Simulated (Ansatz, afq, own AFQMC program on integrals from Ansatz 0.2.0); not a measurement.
**Ga3H, singlet in cc-pVDZ, levels against CCSDT(Q)**

```yaml
atoms:
  - { symbol: Ga, position_ang: [0.0000, -0.5545, 1.8607] }
  - { symbol: Ga, position_ang: [0.0000, 1.3323, -0.2397] }
  - { symbol: Ga, position_ang: [0.0000, -0.7478, -1.5850] }
  - { symbol: H, position_ang: [0.0000, -2.0676, -2.4951] }
```

Connectivity, by distances: Ga–Ga–GaH.

Basis cc-pVDZ. Only valence electrons are correlated. Integrals, coupled cluster, full CI and functionals: Ansatz 0.2.0; the random walks run on the same integrals in our own AFQMC program. The CISD trial takes its coefficients from CCSD amplitudes. Released means that phaseless walkers are propagated on without the constraint, phases kept. Error bars are statistical, one sigma. No spin–orbit coupling.

Determinant: RHF, the one that the program's search chose, which needn't be the lowest solution. The geometry is a PBE0/def2-TZVP stationary point of this or a neighbouring charge and spin state.

No full CI on the walks' own integrals is used here; CCSDT(Q) serves as the reference and is uncertain by about the last step of the cluster series.

Cautions: no relativity below Rb; no spin-orbit coupling; inner d shell frozen; higher spins were not checked; restricted determinant unstable towards unrestricted (UHF 501 meV lower, ⟨S²⟩ 1.05); raised T1 diagnostic (T1 0.020, weight of the determinant 0.81, largest double 0.10).

- T1 diagnostic: 0.0203
- weight of the determinant in the CISD state: 0.807
- size of the correlated space: 10 electrons in 44 orbitals

Reference: CCSDT(Q), correlation energy -5.580 eV. The released energy is read at 2.40 1/Eh (meV from the phaseless value at times in 1/Eh: -8 ± 21 at 0.24, -9 ± 20 at 0.51, -30 ± 23 at 0.99, -48 ± 27 at 1.62, -22 ± 24 at 2.40).

```tsv
level	E − E(reference) (kJ/mol)	share of correlation (%)
HF	538.4	0.00
MP2	138.2	74.33
CCSD	31.9	94.08
CCSD(T)	8.3	98.46
CCSDT	3.1	99.43
ph-AFQMC/HF	10.5 ± 5.4	98.05
ph-AFQMC/CISD	2.1 ± 1.8	99.61
released AFQMC	0.0 ± 2.3	100.00
```

A walk keeps the symmetry of its determinant, which the program's search chose and which needn't be the lowest solution, so a lower state of the same spin and another symmetry isn't excluded. Released energies are given only where the last usable release times agree within the noise; a slower fall can still hide under it.
